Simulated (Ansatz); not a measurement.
**BNH4: small, medium and large basis sets**

The task here is to estimate one member of a computed series from the others.

The runs use Ansatz 0.2.0, Gaussian basis; one geometry, several basis sets.

The runs, in order: PBE0-D4/def2-SVP; ωB97M-V/def2-SVP; PBE0-D4/def2-QZVPP; ωB97M-V/def2-QZVPP; CCSD(T)/cc-pV(D+d)Z; CCSD(T)/cc-pV(T+d)Z; CCSD(T)/cc-pV(Q+d)Z; the functionals' def2-TZVPP values are taken from earlier runs.

## Structure used throughout

An earlier PBE0-D4 in a triple-zeta def2 set relaxation fixed the geometry.

SMILES `BN`, 6 atoms, charge 0, spin multiplicity 1.

Atoms are counted from 1 here; the program's logs count them from 0.

Bond lengths: B1–N2 1.385 Å, B1–H3 1.197 Å, B1–H4 1.197 Å, N2–H5 1.006 Å, N2–H6 1.006 Å. Angles: N2–B1–H3 119.0°, N2–B1–H4 119.0°, H3–B1–H4 122.0°, B1–N2–H5 123.2°, B1–N2–H6 123.2°, H5–N2–H6 113.5°.

Set-up of the first run:

Contents of in.yaml:

```yaml
crystal:
  periodic: [false, false, false]
  atoms:
    - {symbol: B, position_ang: [-0.128174, -0.679645, -0.025624]}
    - {symbol: N, position_ang: [0.146062, 0.677372, 0.010773]}
    - {symbol: H, position_ang: [0.225780, -1.368032, 0.887485]}
    - {symbol: H, position_ang: [-0.711995, -1.128714, -0.969244]}
    - {symbol: H, position_ang: [-0.121616, 1.313666, -0.720835]}
    - {symbol: H, position_ang: [0.632043, 1.121353, 0.771348]}
basis:
  gaussian: {orbitals: def2-SVP}
hamiltonian: {xc: pbe0, dispersion: d4}
output: {orbitals: {seedname: orbitals}}
```

Steps of the session up to this table: PBE0-D4 in def2-SVP; ωB97M-V in def2-SVP; PBE0-D4 in def2-QZVPP; ωB97M-V in def2-QZVPP.

One of the session's tables, all rows but one given; the rest of the session is left out.

It belongs to the step «Functionals by basis». 

```
functional       basis  HOMO (eV)  LUMO (eV)
   PBE0-D4    def2-SVP      -8.57       0.57
   PBE0-D4  def2-TZVPP      -8.70       0.23
   PBE0-D4  def2-QZVPP      -8.72       0.13
   ωB97M-V    def2-SVP     -10.99       2.67
   ωB97M-V  def2-TZVPP          ?          ?
   ωB97M-V  def2-QZVPP     -11.14       1.74
```

**Question.** Estimate the row for ωB97M-V, def2-TZVPP.

As computed: HOMO (eV): -11.12; LUMO (eV): 2.06. In the column «HOMO (eV)» it lies between ωB97M-V, def2-QZVPP (-11.14) and ωB97M-V, def2-SVP (-10.99).
